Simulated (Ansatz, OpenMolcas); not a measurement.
**A ladder of methods for C2H6Si (SMILES C[Si]C)**

The species is C2H6Si (9 atoms), meant as a singlet with charge 0. As SMILES, `C[Si]C`. The shape is that of a PBE0-D4/def2-TZVP optimisation.

```xyz
9

C    -0.5274    1.0473   -0.8053
Si    0.8968   -0.1997   -0.9128
C     0.6019   -1.0694    0.7460
H    -1.4307    0.4804   -1.0822
H    -0.4397    1.8750   -1.5110
H    -0.7035    1.4367    0.2026
H    -0.4556   -1.1930    1.0010
H     1.1179   -2.0266    0.8373
H     1.0288   -0.3970    1.5071
```

Each level gives the energy change with the C3–H9 bond stretched from 1.102 to 1.432 Å (eV). The values are calculated.

| level | kind | program | value (eV) | CPU time (all runs) |
| --- | --- | --- | --- | --- |
| M06-2X/6-311+G** (restricted) | hybrid meta-GGA | OpenMolcas | 0.99 | 2.5 min |
| r2SCAN0/6-311+G** (restricted) | hybrid meta-GGA | Ansatz | 1.01 | 22 s |
| CAM-B3LYP/6-311+G** (restricted) | range-separated hybrid | Ansatz | 0.98 | 15 s |
| HSE06/6-311+G** (restricted) | range-separated hybrid | Ansatz | 0.97 | 14 s |
| B2PLYP/6-311+G** (restricted) | double hybrid | OpenMolcas | 0.97 | 97 s |
| RPA@PBE/6-311+G** (restricted) | RPA | Ansatz | 0.88 | 25 s |
| MP2/6-311+G** (restricted) | perturbation theory | Ansatz | 0.99 | 6.4 s |
| CCSD/6-311+G** (restricted) | coupled cluster or CI | Ansatz | 0.95 | 32 s |

The first shape isn't each level's own minimum. The values span 0.88 to 1.01 eV. CPU times are rough (shared hosts, several kinds of processor and program).
